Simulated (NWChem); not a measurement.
## Lowest excitation of HLi

SMILES: [LiH]
```xyz
2

Li     0.0000     0.0000     0.3994
H      0.0000     0.0000    -1.1982
```
Charge 0, spin multiplicity 1.

All runs are NWChem calculations. All single points use one geometry, from PBE0/def2-SVP, a minimum by its harmonic frequencies.

Basis set: aug-cc-pVDZ. CR-EOMCCSD(T) is the triples correction to the same EOM-CCSD root.

```json
[
 {"method": "CR-EOMCCSD(T)", "lowest vertical singlet excitation energy (eV)": "3.55", "difference from EOM-CCSD": "0.00"},
 {"method": "EOM-CCSD", "lowest vertical singlet excitation energy (eV)": "3.55", "difference from EOM-CCSD": "0.00"},
 {"method": "TD-PBE", "lowest vertical singlet excitation energy (eV)": "2.98", "difference from EOM-CCSD": "-0.57"},
 {"method": "CIS", "lowest vertical singlet excitation energy (eV)": "4.06", "difference from EOM-CCSD": "+0.51"},
 {"method": "TD-B3LYP", "lowest vertical singlet excitation energy (eV)": "3.20", "difference from EOM-CCSD": "-0.35"},
 {"method": "TD-BHandHLYP", "lowest vertical singlet excitation energy (eV)": "3.55", "difference from EOM-CCSD": "0.00"}
]
```

The values span 1.08 eV, from TD-PBE (lowest) to CIS (highest). 

The correlated methods freeze no orbitals. B3LYP has NWChem's definition, with VWN1-RPA local correlation. The structure started from a generated list of species. Differences from the coupled-cluster row are differences between methods, not errors against experiment.
